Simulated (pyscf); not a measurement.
Cl–InH–Cl (SMILES [Cl][InH][Cl]) → HCl (SMILES Cl) + Cl–In (SMILES [Cl][In]) [singlet] (1,1-elimination; singlet surface; Cl–In, H–In broken, Cl–H formed). Single points on ωB97X-D3(BJ)/def2-SVP structures (PySCF, gas phase). MP2 and CC: frozen core, UHF for open shells. ΔMP2 is the change of the MP2 total energy from the triple- to the quadruple-zeta basis. Rate constants from transition-state theory at the high-pressure limit, CCSD(T)/def2-TZVPP + ΔMP2(QZVPP) energies (ideal gas, 1 atm, RRHO with modes under 100 cm⁻¹ raised to 100, one conformer, R ln 2 for rigid chiral ones; no tunnelling), k in s⁻¹.

```csv
T (K),1000/T,log10 k
298,3.354,-17.26
600,1.667,-1.69
900,1.111,?
1200,0.833,5.99
```

Q: Fit an Arrhenius line to the three values, give the activation energy, and predict k at 900 K.

A: Least squares gives log10 k = 13.68 − 9.22 × 1000/T, so Ea = 9.22 × ln 10 × 1.987 = 42.2 kcal/mol, against an electronic barrier of 42.7. At 900 K the line gives 3.44; the computed value is 3.41 (ΔG‡ = 40.6 kcal/mol), close to the line. On the product side the descent ends in a complex, 4.2 kcal/mol under the separated species and 38.5 kcal/mol under the saddle at ωB97X-D3(BJ)/def2-TZVP. At ωB97X-D3(BJ) the barrier from the zero used here is 47.9 kcal/mol. This is the saddle that the search found; another between the same sides may lie lower. The CCSD(T) − MP2 part came from Ansatz, without density fitting, on the same reference. The frozen core leaves the outer d or s,p core shells of the metals and heavy elements correlated in the MP2 and CC values, and def2-TZVPP describes them poorly, which can shift differences by a few kcal/mol. Elements past Kr carry the def2 core potentials, without spin-orbit coupling.
